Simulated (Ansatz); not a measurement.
# CCl₂ (SMILES Cl[C]Cl): a rigid scan of the angle Cl1–C2–Cl3

How does the energy rise as the angle Cl1–C2–Cl3 leaves its equilibrium value, and do density functionals follow CCSD(T)? No other atom is relaxed.

Method: single points in def2-TZVPP; program: Ansatz 0.2.0, Gaussian basis.

Levels: PBE-D4, r2SCAN-D4, PBE0-D4, B3LYP-D4, wB97M-V, Hartree-Fock, MP2, CCSD, CCSD(T). The scan takes 91.5, 96.0, 100.5, 105.0, 109.5, 114.0, 118.5, 123.0, 127.5°.

Correlated methods freeze the cores. B3LYP uses VWN-RPA correlation.

27 further runs of the same task are left out: 27 set aside as unsound or not needed.

### 1 Starting geometry

SMILES `Cl[C]Cl`, 3 atoms, charge 0, spin multiplicity 1.

Atoms are counted from 1 here; the program's logs count them from 0.

Bond lengths: Cl1–C2 1.653 Å, C2–Cl3 1.653 Å. Angles: Cl1–C2–Cl3 128.3°.

Geometry (Å):

```
atom    x (Å)    y (Å)    z (Å)
 Cl1   1.2806  -0.4498   0.6555
  C2  -0.1692  -0.4276  -0.1387
 Cl3  -1.1114   0.8774  -0.5168
```

### 2 Relaxation at PBE0-D4

relax/in.yaml reads:

```yaml
crystal:
  periodic: [false, false, false]
  atoms:
    - {symbol: Cl, position_ang: [1.280630, -0.449790, 0.655520]}
    - {symbol: C, position_ang: [-0.169230, -0.427570, -0.138700]}
    - {symbol: Cl, position_ang: [-1.111400, 0.877360, -0.516820]}
basis:
  gaussian: {orbitals: def2-TZVP}
hamiltonian: {xc: pbe0, dispersion: d4}
relax: {f_tol: 0.005, max_steps: 200}
```

The command line of these runs was not kept.

Further steps of the session: The minimum at every level; Cl1–C2–Cl3 = 91.5°; Cl1–C2–Cl3 = 96.0°; Cl1–C2–Cl3 = 100.5°; Cl1–C2–Cl3 = 105.0°; Cl1–C2–Cl3 = 109.5°; Cl1–C2–Cl3 = 114.0°; Cl1–C2–Cl3 = 118.5°; Cl1–C2–Cl3 = 123.0°; Cl1–C2–Cl3 = 127.5°.

What does the calculation give? Wanted: highest point, CCSD(T); lowest point, CCSD(T); minimum along the scan, CCSD(T); RMS deviation from CCSD(T); largest T1 diagnostic.

As calculated:

| quantity | value |
| --- | --- |
| highest point, CCSD(T) | 68.5 kJ/mol at 91.5° |
| lowest point, CCSD(T) | 0.0 kJ/mol at 109.5° |
| minimum along the scan, CCSD(T) | 109.7° |
| curvature there | 3.12 meV/deg² |
| RMS deviation from CCSD(T) | PBE-D4 1.1, r2SCAN-D4 0.6, PBE0-D4 1.4, B3LYP-D4 1.2, wB97M-V 2.2, Hartree-Fock 3.3, MP2 1.6, CCSD 0.4 kJ/mol |
| largest T1 diagnostic | 0.022 |

What this shows: A polynomial through the near points puts the CCSD(T) minimum 0.2° above the PBE0-D4 value. Curvature against CCSD(T): PBE-D4 -4 %, Hartree-Fock +9 %. Best along the scan: CCSD. Worst: Hartree-Fock. The restricted Hartree–Fock reference is unstable towards an unrestricted one at one or more of these structures.
